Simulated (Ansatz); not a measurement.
**[CH$_{3}$···H···F], doublet along the distance C1-H5**

Starting geometry:

```xyz
6

C    -1.3907    0.0000    0.0000
H    -1.7539    1.0273    0.0000
H    -1.7539   -0.5137    0.8897
H    -1.7539   -0.5137   -0.8897
H    -0.3011    0.0000    0.0000
F     1.1743    0.0000    0.0000
```

From there atom H5 is moved from one fragment to the other while all else, the fragments' distance too, stays fixed; atoms are numbered as listed. Energies are in eV, counted from the starting geometry at the same level. Kohn–Sham curves are unrestricted where that lies lower.

Basis cc-pVDZ; Ansatz 0.2.0. Only valence electrons are correlated (noble-gas cores frozen). R marks a restricted (for open shells ROHF) determinant, U an unrestricted one.

Full CI isn't at hand for all of this; UCCSDT(Q) serves as the reference, and is uncertain by the last step of the cluster series or more.

```json
{"distance C1-H5 (Å)": "1.090", "RPA-PBE": "0.000"}
{"distance C1-H5 (Å)": "1.172", "RPA-PBE": "-0.050"}
{"distance C1-H5 (Å)": "1.336", "RPA-PBE": "-0.019"}
{"distance C1-H5 (Å)": "1.501", "RPA-PBE": "-0.243"}
{"distance C1-H5 (Å)": "1.665", "RPA-PBE": "-0.369"}
```

Problem. Estimate the UCCSDT(Q) curve in cc-pVDZ from this one, knowing how RPA-PBE differs from it in such a basis.

Solution. The computed UCCSDT(Q) values, in eV from the starting point, and the difference of RPA-PBE against them:
| distance C1-H5 (Å) | UCCSDT(Q) | RPA-PBE less UCCSDT(Q) |
| --- | --- | --- |
| 1.090 | 0.000 | 0.000 |
| 1.172 | -0.004 | -0.046 |
| 1.336 | -0.024 | 0.005 |
| 1.501 | -0.445 | 0.202 |
| 1.665 | -0.686 | 0.317 |

The difference spans 0.363 eV and is largest, 0.317 eV, at 1.665 Å.

In so small a basis both RPA and the reference are far from their limits and near them at different rates, so the difference would change in a larger set.
